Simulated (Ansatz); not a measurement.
`FCNCF`, relaxed with RKS PBE0-D4/def2-TZVP in Ansatz from a PBE-D4/def2-SVP geometry. The force threshold is 0.005 eV/Å; the program also tests the step.

The species carries charge 0 and has multiplicity 1.

Start:

```xyz
10

F    -1.013    1.744    0.162
C     0.081    1.033    0.668
N    -0.008   -0.373    0.517
C     0.146   -0.955   -0.767
F    -0.932   -0.745   -1.634
H     0.162    1.283    1.749
H     0.989    1.393    0.134
H    -0.747   -0.805    1.080
H     1.052   -0.522   -1.248
H     0.272   -2.055   -0.661
```

Task: By how much does the energy fall, and how many steps does the optimiser take? (An estimate is asked.)

Result: The calculation gave: 4.35 kJ/mol, in 6 steps.

Task: Which bonds change most? (An estimate is asked.)

Result: The calculation gave: C2–H6 from 1.112 to 1.092 Å; C4–H10 from 1.112 to 1.092 Å; C2–H7 from 1.113 to 1.093 Å; C4–H9 from 1.113 to 1.093 Å.

Task: Give the relaxed structure. (Estimate.)

Result: The calculation gave: 
```xyz
10

F    -1.000    1.732    0.165
C     0.089    1.022    0.667
N    -0.019   -0.370    0.512
C     0.154   -0.949   -0.756
F    -0.918   -0.744   -1.622
H     0.159    1.275    1.727
H     0.973    1.379    0.131
H    -0.741   -0.799    1.072
H     1.035   -0.515   -1.236
H     0.268   -2.031   -0.660
```
